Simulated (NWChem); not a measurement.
Species: CH₃, doublet; SMILES [CH3]

All runs: NWChem. Spin-unrestricted. In the optimisation the excess spin sits in a2" (D3h, its own frame). All runs use the structure optimised with PBE0/def2-SVP, spin-unrestricted. No stability test was run on the SCF state. Solvent water, SMD (1 M gas to 1 M solution), gas-phase geometry. Reactions with the solvent are ignored.

Estimate the computed values for PBE0/def2-QZVP. Quantities: solvation free energy (kcal/mol); cavity-dispersion-structure term (kcal/mol).

The solvation free energy (kcal/mol) is 2.7 and the cavity-dispersion-structure term (kcal/mol) comes out as 3.9.
